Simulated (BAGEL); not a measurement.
# singlet [C2H3]+: levels of theory compared

Aim: a comparison of 3 runs (CASPT2(10,11)/6-31G*, CASPT2(10,11)/def2-TZVPP, NEVPT2(10,11)/def2-TZVPP) of singlet [C2H3]+. 

The results are computed with BAGEL 1.2.2.

2 further runs of the same task are left out: 2 that didn't finish. Runs told in other sessions of the task aren't counted.

## Step 1: Starting point

[C2H3]+: 5 atoms, total charge +1, spin state singlet. As SMILES of the parent species, `[CH]=C`. The shape is that of a GFN2-xTB optimisation. That shape belongs to the parent species and isn't relaxed for this state.

Bond lengths: C1–C2 1.288 Å, C1–H3 1.065 Å, C2–H4 1.094 Å, C2–H5 1.082 Å. Angles: C1–C2–H4 124.3°, C1–C2–H5 122.2°, C2–C1–H3 139.3°, H4–C2–H5 113.5°.

## Step 2: The energy at CASPT2(10,11)/6-31G(d) (density fitting with cc-pvqz-jkfit, spherical functions) (run 1)

File job.json:

```json
{ "bagel": [

{
  "title": "molecule",
  "basis": "6-31gs.json",
  "df_basis": "cc-pvqz-jkfit",
  "angstrom": "true",
  "geometry": [
    { "atom": "C", "xyz": [       0.488520,      -0.426400,       0.565940 ] },
    { "atom": "C", "xyz": [      -0.135750,       0.376760,      -0.223760 ] },
    { "atom": "H", "xyz": [       0.488770,      -1.456780,       0.834720 ] },
    { "atom": "H", "xyz": [      -0.941450,       0.075310,      -0.899950 ] },
    { "atom": "H", "xyz": [       0.099910,       1.431120,      -0.276960 ] }
  ]
},

{
  "title": "hf",
  "charge": 1
},

{
  "title": "casscf",
  "nstate": 1,
  "nact": 11,
  "nclosed": 2,
  "charge": 1,
  "maxiter": 200,
  "natocc": "true"
},

{
  "title": "print",
  "file": "orbitals.molden",
  "orbitals": "true"
},

{
  "title": "smith",
  "method": "caspt2",
  "ms": "true",
  "xms": "true",
  "sssr": "true",
  "shift": 0.0,
  "ncore": 2
}

]}
```

The basis set 6-31G* is read from a file made from the Basis Set Exchange's data (not shown).

On the command line:

```bash
$ BAGEL_NUM_THREADS=1 BAGEL job.json > job.out
```

Standard output:

```text
* using 1 threads per process

  ===============================================================
  ===============================================================

  *** Geometry ***

  { "atom" : "C", "xyz" : [      0.923169,     -0.805779,      1.069472 ] },
  { "atom" : "C", "xyz" : [     -0.256530,      0.711973,     -0.422845 ] },
  { "atom" : "H", "xyz" : [      0.923641,     -2.752915,      1.577392 ] },
  { "atom" : "H", "xyz" : [     -1.779083,      0.142315,     -1.700659 ] },
  { "atom" : "H", "xyz" : [      0.188803,      2.704425,     -0.523379 ] },

  Number of auxiliary basis functions:      365

  Since a DF basis is specified, we compute 2- and 3-index integrals:
    o Being stored without compression. Storage requirement is 0.003 GB

[... 18 lines left out ...]
    * SCF iteration converged.
[... 1 line left out ...]
    * Permanent dipole moment:
[... 22 lines left out ...]
    * Second-order optimization converged. *
[... 13 lines left out ...]
     * ci vector, state   0, <S^2> = -0.0000
[... 10 lines left out ...]
  === SMITH program ===

    * freezing 2 orbitals

    * Approximate memory requirement for SMITH calulation per MPI process:
      o Storage requirement for T-amplitude, lambda, and residual is 0.00 GB
      o Storage requirement for MO integrals is 0.00 GB
    * Calculating and saving rdm4f

    * Third and Fock-weighted fourth order RDM ( 1, 1) evaluation
      will be done with 3 passes

    * Zeroth order energy : state  0       -9.6425935560

    * CASPT2 iteration is performed using redundant basis

      ---- iteration ----

        0    -0.09975112     0.00779954      0.59
        1    -0.10057882     0.00070480      0.59
        2    -0.10058971     0.00008480      0.59
        3    -0.10058983     0.00000851      0.59
        4    -0.10058983     0.00000099      0.59

      -------------------

    * CASPT2 energy : state  0      -77.2986696872
        reference weight              0.9710308120

    * METHOD: SMITH                               75.18

  ===============================================================
```

It took 3.2 min on 1 thread of Arm Neoverse V1, shared host; peak memory 12 GiB.

## Step 3: The energy at CASPT2(10,11)/def2-TZVPP (density fitting with cc-pvqz-jkfit) (run 2)

File input.json:

```json
{ "bagel" : [

{
  "title" : "molecule",
  "basis" : "tzvpp",
  "df_basis" : "cc-pvqz-jkfit",
  "angstrom" : "true",
  "geometry" : [
    { "atom" : "C", "xyz" : [    0.488520,   -0.426400,    0.565940 ] },
    { "atom" : "C", "xyz" : [   -0.135750,    0.376760,   -0.223760 ] },
    { "atom" : "H", "xyz" : [    0.488770,   -1.456780,    0.834720 ] },
    { "atom" : "H", "xyz" : [   -0.941450,    0.075310,   -0.899950 ] },
    { "atom" : "H", "xyz" : [    0.099910,    1.431120,   -0.276960 ] }
  ]
},
{
  "title" : "hf",
  "charge" : 1
},
{
  "title" : "casscf",
  "nstate" : 1,
  "nact" : 11,
  "nclosed" : 2,
  "charge" : 1,
  "maxiter" : 200,
  "natocc" : "true"
},
{
  "title" : "print",
  "file" : "orbitals.molden",
  "orbitals" : "true"
},
{
  "title" : "smith",
  "method" : "caspt2",
  "ms" : "true",
  "xms" : "true",
  "sssr" : "true",
  "shift" : 0.0,
  "ncore" : 2
}

]}
```

On the command line:

```bash
$ BAGEL_NUM_THREADS=1 BAGEL input.json > input.out
```

Standard output:

```text
* using 1 threads per process

  ===============================================================
  ===============================================================

  *** Geometry ***

  { "atom" : "C", "xyz" : [      0.923169,     -0.805779,      1.069472 ] },
  { "atom" : "C", "xyz" : [     -0.256530,      0.711973,     -0.422845 ] },
  { "atom" : "H", "xyz" : [      0.923641,     -2.752915,      1.577392 ] },
  { "atom" : "H", "xyz" : [     -1.779083,      0.142315,     -1.700659 ] },
  { "atom" : "H", "xyz" : [      0.188803,      2.704425,     -0.523379 ] },

  Number of auxiliary basis functions:      365

  Since a DF basis is specified, we compute 2- and 3-index integrals:
    o Being stored without compression. Storage requirement is 0.032 GB

[... 18 lines left out ...]
    * SCF iteration converged.
[... 1 line left out ...]
    * Permanent dipole moment:
[... 22 lines left out ...]
    * Second-order optimization converged. *
[... 13 lines left out ...]
     * ci vector, state   0, <S^2> = 0.0000
[... 14 lines left out ...]
    * Approximate memory requirement for SMITH calulation per MPI process:
      o Storage requirement for T-amplitude, lambda, and residual is 0.02 GB
      o Storage requirement for MO integrals is 0.01 GB
    * Calculating and saving rdm4f

    * Third and Fock-weighted fourth order RDM ( 1, 1) evaluation
      will be done with 3 passes

    * Zeroth order energy : state  0       -9.6270035462

    * CASPT2 iteration is performed using redundant basis

      ---- iteration ----

        0    -0.15460801     0.00531459      1.95
        1    -0.15583960     0.00052453      1.96
        2    -0.15586252     0.00007650      1.94
        3    -0.15586279     0.00000765      1.98
        4    -0.15586280     0.00000102      1.96
        5    -0.15586280     0.00000011      1.96

      -------------------

    * CASPT2 energy : state  0      -77.3858514490
        reference weight              0.9582010591

    * METHOD: SMITH                               86.16

  ===============================================================
```

Run time: 3.7 min. Hardware: 1 thread of Arm Neoverse V1, shared host; peak memory 12 GiB.

## Step 4: The energy at NEVPT2(10,11)/def2-TZVPP (density fitting with cc-pvqz-jkfit) (run 3)

File input.json:

```json
{ "bagel": [

{
  "title": "molecule",
  "basis": "tzvpp",
  "df_basis": "cc-pvqz-jkfit",
  "angstrom": true,
  "geometry": [
    { "atom": "C", "xyz": [       0.488520,      -0.426400,       0.565940 ] },
    { "atom": "C", "xyz": [      -0.135750,       0.376760,      -0.223760 ] },
    { "atom": "H", "xyz": [       0.488770,      -1.456780,       0.834720 ] },
    { "atom": "H", "xyz": [      -0.941450,       0.075310,      -0.899950 ] },
    { "atom": "H", "xyz": [       0.099910,       1.431120,      -0.276960 ] }
  ]
},

{
  "title": "hf",
  "charge": 1
},

{
  "title": "casscf",
  "nstate": 1,
  "nact": 11,
  "nclosed": 2,
  "charge": 1,
  "maxiter": 200,
  "natocc": true
},

{
  "title": "nevpt2",
  "nstate": 1,
  "nact": 11,
  "nclosed": 2,
  "charge": 1,
  "maxiter": 200,
  "natocc": true,
  "ncore": 2
},

{
  "title": "print",
  "file": "orbitals.molden",
  "orbitals": true
}

]}
```

On the command line:

```bash
$ BAGEL_NUM_THREADS=1 BAGEL input.json > input.out
```

Standard output:

```text
* using 1 threads per process

  ===============================================================
  ===============================================================

  *** Geometry ***

  { "atom" : "C", "xyz" : [      0.923169,     -0.805779,      1.069472 ] },
  { "atom" : "C", "xyz" : [     -0.256530,      0.711973,     -0.422845 ] },
  { "atom" : "H", "xyz" : [      0.923641,     -2.752915,      1.577392 ] },
  { "atom" : "H", "xyz" : [     -1.779083,      0.142315,     -1.700659 ] },
  { "atom" : "H", "xyz" : [      0.188803,      2.704425,     -0.523379 ] },

  Number of auxiliary basis functions:      365

  Since a DF basis is specified, we compute 2- and 3-index integrals:
    o Being stored without compression. Storage requirement is 0.032 GB

[... 18 lines left out ...]
    * SCF iteration converged.
[... 1 line left out ...]
    * Permanent dipole moment:
[... 22 lines left out ...]
    * Second-order optimization converged. *
[... 13 lines left out ...]
     * ci vector, state   0, <S^2> = 0.0000
       22222......    -0.9530829087
       2222.2.....     0.1487383387
       222.2.2....     0.0713734347
       222abab....     0.0541346169
       222baba....     0.0541346169

    * METHOD: CASSCF                             130.60

    * freezing 2 orbitals

  === DF-NEVPT2 calculation ===

    * Third and fourth order RDM ( 1, 1) evaluation
      will be done with 3 passes
    * 3-index integral transformation done
    * assembly done

      NEVPT2 correlation energy:   -0.1434579968      0.43

          (+0)      0.0000000000
          (+0)'     0.0000000000
          (+1)      0.0000000000
          (+1)'     0.0000000000
          (+2)      0.0000000000
          (-1)      0.0000000000
          (-1)'    -0.0674838413
          (-2)     -0.0759741556

      NEVPT2 total energy:        -77.3734466504

    * METHOD: NEVPT2                            1245.23

    * METHOD: PRINT                                0.03

  ===============================================================
```

It took 23 min on 1 thread of Arm Neoverse V1, shared host; peak memory 9.5 GiB.

## Step 5: Overview of the runs

```tsv
run	level	multistate	contraction	energy (Eh)	wall time
1	CASPT2(10,11)/6-31G* (density fitting with cc-pvqz-jkfit, spherical functions)	XMS	SS-SR	-77.298670	3.2 min
2	CASPT2(10,11)/def2-TZVPP (density fitting with cc-pvqz-jkfit)	XMS	SS-SR	-77.385851	3.7 min
3	NEVPT2(10,11)/def2-TZVPP (density fitting with cc-pvqz-jkfit)	–	–	-77.373447	23 min
```

## Step 6: Outcome

```
           quantity         value
run 3: total energy  -77.37345 Eh
```

All runs together took 30 min, the longest 23 min.
